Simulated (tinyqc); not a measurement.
Inside a calculation. Method: CIS and TDHF on RHF in the sto-3g basis, frozen core, for HF, spin multiplicity 1. One step of it, computed by the program tinyqc.

Question. TDHF (RPA) singlet states. B(ia,jb) = 2 (ia|jb) - (ib|ja); the squared energies are the eigenvalues of (A - B)(A + B); 1 hartree = 27.211386 eV.

CIS matrix A, singlet (hartree):
```
          2>6       3>6       4>6       5>6
2>6  1.494758  0.039712  0.000000  0.000000
3>6  0.039712  0.804059  0.000000  0.000000
4>6  0.000000  0.000000  0.409589  0.000000
5>6  0.000000  0.000000  0.000000  0.409589
```

Two-electron integrals over orbitals (pq|rs), unique and non-zero (hartree); the lowest 1 orbital is frozen and left out:
```
(22|22) 0.859257    (32|22) -0.030621   (32|32) 0.152913    (33|22) 0.738528
(33|32) -0.037393   (33|33) 0.738426    (42|42) 0.183577    (43|42) -0.038820
(43|43) 0.043906    (44|22) 0.883151    (44|32) -0.076325   (44|33) 0.732560
(44|44) 0.997514    (52|52) 0.183577    (53|52) -0.038820   (53|53) 0.043906
(54|54) 0.053770    (55|22) 0.883151    (55|32) -0.076325   (55|33) 0.732560
(55|44) 0.889973    (55|55) 0.997514    (62|22) -0.117651   (62|32) -0.055726
(62|33) -0.031652   (62|44) -0.115507   (62|55) -0.115507   (62|62) 0.094671
(63|22) -0.186735   (63|32) 0.093249    (63|33) -0.114800   (63|44) -0.210915
(63|55) -0.210915   (63|62) 0.051821    (63|63) 0.192900    (64|42) -0.038568
(64|43) -0.017167   (64|64) 0.030809    (65|52) -0.038568   (65|53) -0.017167
(65|65) 0.030809    (66|22) 0.669777    (66|32) 0.063931    (66|33) 0.666546
(66|44) 0.644684    (66|55) 0.644684    (66|62) -0.063863   (66|63) -0.017697
(66|66) 0.705187
```

Give: TDHF matrix B, singlet; squared energies w^2; TDHF energies from the positive w^2.

Answer.

TDHF matrix B, singlet (hartree):
```
        2>6     3>6     4>6     5>6
2>6  0.0947  0.0518  0.0000  0.0000
3>6  0.0518  0.1929  0.0000  0.0000
4>6  0.0000  0.0000  0.0308  0.0000
5>6  0.0000  0.0000  0.0000  0.0308
```

squared energies w^2 (hartree^2): 0.1668  0.1668  0.6056  2.2269

TDHF energies from the positive w^2 (eV): 11.1139  11.1139  21.1753  40.6067
